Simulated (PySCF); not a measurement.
This PySCF input asks for the NMR shieldings of `CCC[C@@H](C)[S-]`, [C5H11S]-; the geometry comes from GFN2-xTB.

```python
import basis_set_exchange as bse
import numpy as np
from pyscf import gto, dft
from pyscf.prop import nmr

atoms = """
C     2.378304    0.416773   -0.102779
C     1.075317   -0.041573    0.543743
C    -0.070040   -0.093653   -0.467118
C    -1.380765   -0.664855    0.079918
C    -1.973000    0.214228    1.179111
S    -2.567823   -0.859138   -1.278443
H     2.667376   -0.268382   -0.897847
H     3.187717    0.460714    0.627438
H     2.254809    1.407017   -0.538524
H     1.215753   -1.034759    0.981545
H     0.821898    0.644317    1.356032
H    -0.267602    0.910965   -0.852760
H     0.229951   -0.712927   -1.317185
H    -1.181365   -1.666572    0.498676
H    -2.945030   -0.179984    1.471459
H    -1.332253    0.254396    2.066133
H    -2.120245    1.225463    0.800365
"""
names = dict.fromkeys(["C", "S", "H"], "pcSseg-1")
basis = {el: gto.basis.parse(bse.get_basis(n, elements=[el], fmt="nwchem")) for el, n in names.items()}
mol = gto.M(atom=atoms, basis=basis, charge=-1, verbose=0)
mf = dft.RKS(mol, xc="PBE0")
mf.grids.level = 2
mf.grids.alignment = dft.numint.BLKSIZE   # the property module wants whole blocks of grid points
mf.conv_tol = 1e-9
mf.kernel()

calc = nmr.RKS(mf)   # GIAO
C = mf.mo_coeff
Co = C[:, mf.mo_occ > 0]
resp = mf.gen_response(singlet=True, hermi=2)
def vind(x):   # induced exchange potential for any number of trial vectors
    d = np.einsum("pi,xij,qj->xpq", C, 2 * x.reshape(-1, C.shape[1], Co.shape[1]), Co, optimize=True)
    return np.einsum("xpq,pi,qj->xij", resp(d - d.transpose(0, 2, 1)), C, Co, optimize=True).ravel()
mo1, _ = nmr.rhf.solve_mo1(calc, with_cphf=vind)
sigma = calc.kernel(mo1)
for i, s in enumerate(sigma):   # ppm
    w = np.linalg.eigvalsh((s + s.T) / 2)
    print("%2d %-2s iso %8.1f  s11 %8.1f  s22 %8.1f  s33 %8.1f" % (i, mol.atom_pure_symbol(i), w.mean(), *w))
```

**Question.** Give the expected output.

**Answer.** 
```
 0 C  iso    168.1  s11    155.4  s22    161.4  s33    187.4
 1 C  iso    158.7  s11    148.0  s22    158.7  s33    169.4
 2 C  iso    128.2  s11     97.4  s22    117.2  s33    170.1
 3 C  iso    142.5  s11    129.3  s22    140.7  s33    157.6
 4 C  iso    155.3  s11    139.7  s22    140.5  s33    185.8
 5 S  iso    514.4  s11    229.1  s22    409.7  s33    904.4
 6 H  iso     31.0  s11     27.0  s22     29.4  s33     36.5
 7 H  iso     30.9  s11     26.2  s22     28.3  s33     38.1
 8 H  iso     31.0  s11     27.0  s22     29.6  s33     36.5
 9 H  iso     30.8  s11     25.8  s22     31.4  s33     35.2
10 H  iso     30.7  s11     25.7  s22     32.2  s33     34.3
11 H  iso     30.8  s11     28.1  s22     31.7  s33     32.5
12 H  iso     29.6  s11     23.9  s22     31.9  s33     33.0
13 H  iso     28.6  s11     22.8  s22     28.7  s33     34.5
14 H  iso     30.3  s11     25.7  s22     29.1  s33     36.1
15 H  iso     30.2  s11     24.5  s22     28.9  s33     37.1
16 H  iso     31.4  s11     28.7  s22     30.2  s33     35.2
```

These numbers come from an equivalent density-fitted implementation of the same equations, which agrees with the script to about 0.01 ppm for H and up to a few tenths of a ppm for heavy atoms, so last digits may differ.

**Question.** Turn these shieldings into chemical shifts. Referencing at the same level of theory: $^{13}$C (σ = 186.93 ppm), $^{1}$H (σ = 31.72 ppm) vs TMS; CS2 for $^{33}$S (σ = 503.73 ppm).

**Answer.** Averaging equivalent atoms: C 2: 58.7; C 3: 44.4; C 4: 31.6; C 1: 28.2; C 0: 18.9; S 5: -11; H 13: 3.07; H 12: 2.11; H 14/15/16: 1.12; H 10: 0.97; H 11: 0.94; H 9: 0.94; H 6/7/8: 0.76 ppm. 

Size and cost of the density-fitted run: 164 basis functions, 23 s wall time on 1 thread of an Arm Neoverse V2, shared host.
